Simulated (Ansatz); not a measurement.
# BH4O− (SMILES [BH3-]O): methods side by side

BH4O− has 6 atoms, charge -1, and is taken as a singlet. SMILES: `[BH3-]O`. Geometry: relaxed at GFN2-xTB.

```xyz
6

B    -0.0747   -0.1737   -0.3164
O    -0.0135    1.0162    0.6040
H     1.0627   -0.6505   -0.4997
H    -0.5423    0.1952   -1.3793
H    -0.7890   -1.0725    0.1690
H     0.3568    0.6853    1.4224
```

Quantity: the energy change with the B1–H3 bond stretched from 1.247 to 1.870 Å, in eV. The values are calculated.

```json
{"level": "BLYP/STO-3G (restricted)", "kind": "GGA", "program": "Ansatz", "value (eV)": "?"}
{"level": "PBE/STO-3G (restricted)", "kind": "GGA", "program": "Ansatz", "value (eV)": "2.02"}
{"level": "revPBE/STO-3G (restricted)", "kind": "GGA", "program": "Ansatz", "value (eV)": "?"}
{"level": "CAM-B3LYP/STO-3G (restricted)", "kind": "range-separated hybrid", "program": "Ansatz", "value (eV)": "2.39"}
{"level": "HSE06/STO-3G (restricted)", "kind": "range-separated hybrid", "program": "Ansatz", "value (eV)": "2.35"}
{"level": "B2PLYP/STO-3G (restricted)", "kind": "double hybrid", "program": "Ansatz", "value (eV)": "2.37"}
{"level": "BCCD(T)/STO-3G (restricted)", "kind": "coupled cluster or CI", "program": "Ansatz", "value (eV)": "2.31"}
{"level": "CCSD/STO-3G (restricted)", "kind": "coupled cluster or CI", "program": "Ansatz", "value (eV)": "2.34"}
{"level": "FCI/STO-3G", "kind": "exact in the basis", "program": "Ansatz", "value (eV)": "2.31"}
```

Q: Estimate what the levels marked ? give.

A: As computed at these levels: BLYP/STO-3G (restricted): 1.92 eV; revPBE/STO-3G (restricted): 1.97 eV. Sets without diffuse functions describe the anion poorly. The first shape isn't each level's own minimum. The values span 1.92 to 2.39 eV. All rows use very small basis sets, so even the best lies far from the true value.
